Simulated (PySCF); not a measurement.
C₆H₇ (doublet state).
Atom-mapped SMILES: `[CH2:1][C@@H:2]1[CH:3]=[CH:4][C:5]1=[CH2:6]` (hydrogens: H7, H8 on C1; H9 on C2; H10 on C3; H11 on C4; H12, H13 on C6)

Cartesian coordinates in Å at the PBE0-D3(BJ)/def2-SVP level; atoms count from 1:
```
atom  x, y, z in Å
C1    -1.1290   -1.1405    0.9236
C2    -0.3949    0.1289    0.7402
C3    -1.0319    1.1984   -0.1477
C4    -0.0368    1.1869   -1.0607
C5     0.7137    0.1494   -0.3501
C6     1.8356   -0.5489   -0.5293
H7    -1.0957   -1.6922    1.8652
H8    -1.6352   -1.5984    0.0695
H9    -0.0286    0.5238    1.7039
H10   -1.9730    1.7460   -0.0567
H11    0.1498    1.7396   -1.9843
H12    2.1420   -1.3120    0.1905
H13    2.4753   -0.3801   -1.3997
```

The hyperfine couplings belong to this conformer and change with its torsions.

Method used: UKS B3LYP, IGLO-III on C, pcH-1 on H, non-relativistic, mean-field spin-orbit, GIAO (PySCF). One conformer (not necessarily the lowest) at the PBE0-D3(BJ)/def2-SVP geometry, without solvent, vibrations or thermal averaging. No stability test was run, so a lower SCF solution isn't excluded.

**Question.** Break the g tensor into its mass correction, gauge correction and orbital-Zeeman/spin–orbit terms.

**Answer.** 
| Δg (ppm) | 1 | 2 | 3 |
| --- | --- | --- | --- |
| relativistic mass correction | -144 | -144 | -144 |
| gauge correction | 15 | 39 | 27 |
| orbital Zeeman/spin–orbit | -80 | 540 | 598 |
| total | -209 | 436 | 482 |

So g = 2.00211, 2.00275, 2.00280 and g_iso = 2.00256; the tensor is close to axial: the two nearest values differ by 7 % of g3 − g1. Axes: g2 points within 12° of the C1–C2 bond.

**Question.** Average each term over the three axes. Which is largest in size?

**Answer.** The orbital-Zeeman/spin–orbit term 353, the mass correction -144 and the gauge correction 27 ppm, for a total of 236 ppm. The orbital-Zeeman/spin–orbit term is the largest in size. The mass correction is the same along every axis, so the anisotropy comes from the other two: their spans along these axes are 25 (gauge) and 678 ppm (orbital Zeeman/spin–orbit).

**Question.** At 9.694 GHz, how far is the centre of the isotropic spectrum from where a free electron (g = 2.002319) resonates?

**Answer.** B = hν/(g μB) with μB/h = 13.99624 MHz/mT gives 345.91 mT for the free electron and 345.87 mT at g_iso, 0.04 mT lower.

**Question.** What effective moment and Curie constant follow for a powder?

**Answer.** With the mean of g² = 4.0102 and S(S+1) = 0.75: μ_eff = √(⟨g²⟩S(S+1)) = 1.734 μB and χT = 0.12505·⟨g²⟩·S(S+1) = 0.376 cm³ K/mol (cgs; spin-Hamiltonian part alone).

**Question.** In a frozen sample, at which fields do the three g values resonate at 9.5, 34, 94 and 263 GHz (hyperfine left aside), and which band first spreads them over more than twice a line width of 1.0 mT?

**Answer.** 
```tsv
band	GHz	B(g3) mT	B(g2) mT	B(g1) mT	spread mT
X	9.5	338.90	338.91	339.02	0.12
Q	34.0	1212.91	1212.94	1213.33	0.42
W	94.0	3353.35	3353.42	3354.50	1.16
J	263.0	9382.24	9382.45	9385.47	3.24
```

The spread grows in proportion to the frequency. J band is the first where it exceeds 2.0 mT.

Largest spin populations (Mulliken): C1 (+1.07) and C2 (-0.08). No atom but C1 exceeds +0.15. The positive populations add up to 1.18 and the negative ones to -0.18, together 2S = 1. The angles at C1 add up to 359.7°, so it is planar; its axial dipolar tensor and the negative couplings of its protons fit spin in a p orbital normal to that plane.

The HOMO–LUMO gaps are 4.64 eV among the α and 4.54 eV among the β orbitals.

The run took 49 s on an Arm Neoverse V1 with one thread, no GPU (shared host).
